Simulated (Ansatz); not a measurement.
C4H5Cl (`ClC1=CCC1`). Charge 0, multiplicity 1. All single points use the PBE0-D4/def2-TZVP geometry.

```xyz
10

Cl   -0.014   -2.080   -1.798
C    -0.108   -0.817   -0.654
C    -1.058   -0.405    0.184
C    -0.191    0.712    0.715
C     0.908    0.216   -0.273
H    -2.063   -0.736    0.406
H    -0.552    1.724    0.515
H     0.084    0.632    1.770
H     1.178    0.923   -1.061
H     1.816   -0.168    0.196
```

(1) What is the dipole moment at B3LYP/def2-TZVPP? (Estimate.)

(2) And with PBE, r2SCAN, ωB97M-V? (An estimate is asked.)

(3) Give the Mulliken charges with B3LYP, ωB97M-V, r2SCAN in def2-TZVPP. (Estimate.)

Answers

(1) Computed: 1.58 D, with components (0.05, 1.21, 1.02) D in this frame, pointing from negative to positive charge.

(2) Computed: PBE 1.54 D, r2SCAN 1.65 D, ωB97M-V 1.57 D.

(3) Ansatz gave: 
```tsv
atom	B3LYP	ωB97M-V	r2SCAN
Cl1	-0.10	-0.06	-0.10
C2	0.02	-0.01	0.03
C3	-0.16	-0.14	-0.16
C4	-0.09	-0.15	0.01
C5	-0.12	-0.18	-0.04
H6	0.13	0.13	0.10
H7	0.07	0.09	0.04
H8	0.07	0.09	0.04
H9	0.08	0.11	0.05
H10	0.08	0.11	0.05
```

B3LYP here is the variant with VWN-RPA as its local correlation; programs differ in this.
